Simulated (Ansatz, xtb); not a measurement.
## Two structures of AlH5Si2

We compare a, `[Al][SiH2][SiH3]`, a singlet, with b, a singlet given by its coordinates. Both are isolated molecules in the gas phase, relaxed with B3LYP-D3(BJ)/def2-SVP.

a (Å):

```tsv
atom	x (Å)	y (Å)	z (Å)
Al	-0.1941	-2.2206	1.8985
Si	-0.5406	1.2800	-0.2494
Si	-0.2483	-1.0533	-0.4160
H	-0.5771	1.9816	-1.5686
H	0.5711	1.8736	0.5579
H	-1.8190	1.5813	0.4683
H	-1.3645	-1.5606	-1.2888
H	1.0201	-1.2684	-1.1966
```

b (Å):

```xyz
8

Al   -0.3885   -1.2064   -0.7105
Si   -2.1432   -1.0791   -2.2221
Si   -1.9022    0.9715   -0.9477
H     0.4693   -1.5403    0.5802
H    -2.2148   -1.7233   -0.7102
H    -3.0860    1.4470   -0.1718
H    -1.3392    2.0918   -1.7539
H    -0.8408    0.7835    0.1629
```

Close contacts (Å): Al1–Si2 2.32, Al1–Si3 2.66, Si2–Si3 2.43, Al1–H4 1.59, Al1–H5 1.90, Si2–H5 1.64, Si3–H6 1.49, Si3–H7 1.49, Si3–H8 1.55.

Q: Estimate which is lower in electronic energy at CCSD(T)/def2-TZVP, and by roughly how much.

A: The CCSD(T)/def2-TZVP calculation puts structure a lower, by 8.9 kcal/mol.

The same difference at several levels:

| level | geometry | E(b) − E(a) (kcal/mol) | departure from the last row (kcal/mol) | job, with rough time for the two |
| --- | --- | --- | --- | --- |
| B3LYP-D3(BJ)/def2-SVP | B3LYP-D3(BJ)/def2-SVP | +11.1 | +2.2 | optimisation, 2.8 min |
| HF/def2-TZVP | B3LYP-D3(BJ)/def2-SVP | +22.3 | +13.4 | part of the CCSD(T) run |
| MP2/def2-TZVP | B3LYP-D3(BJ)/def2-SVP | +5.4 | −3.5 | part of the CCSD(T) run |
| CCSD(T)/def2-TZVP | B3LYP-D3(BJ)/def2-SVP | +8.9 |  | single point, 46 s |

None of the levels shown reverses the order. The largest departure from CCSD(T)/def2-TZVP is that of HF/def2-TZVP, 13.4 kcal/mol. Levels run at GFN2-xTB geometries aren't shown.

With harmonic frequencies from B3LYP-D3(BJ)/def2-SVP (ideal gas, rigid rotor, one conformer each, 400 K, 1 atm): on the last row, ΔE + ΔZPE = +7.8, ΔH = +7.4, ΔG = +9.5 kcal/mol.

The correlated steps freeze 15 core orbitals. Mirror images aren't counted in ΔG. Codes used: Ansatz 0.2.0; the last row on 1 thread of Intel(R) Xeon(R) Processor @ 2.50GHz (Skylake/Cascade Lake) on a shared host.
